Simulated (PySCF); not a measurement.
Stepwise substitution at one centre (B H-F). All species are isolated molecules in the gas phase. Strings in code marks are SMILES.

Level of theory: PBE-D3(BJ)/def2-TZVP // B3LYP-D3(BJ)/def2-TZVP run with PySCF. All candidates: neutral, multiplicity 1. 

```
Property          Value
-------------  --------
HOMO–LUMO gap   7.73 eV
HOMO           -9.13 eV
LUMO           -1.40 eV
```

Problem. Say which member has these values.
A) `B`
B) `FBF`
C) `FB(F)F`
D) `BF`

Solution. B, `FBF`. The others give `BF`: 5.53 eV, -7.76 eV, -2.23 eV; `B`: 5.44 eV, -8.48 eV, -3.05 eV; `FB(F)F`: 9.61 eV, -10.00 eV, -0.39 eV
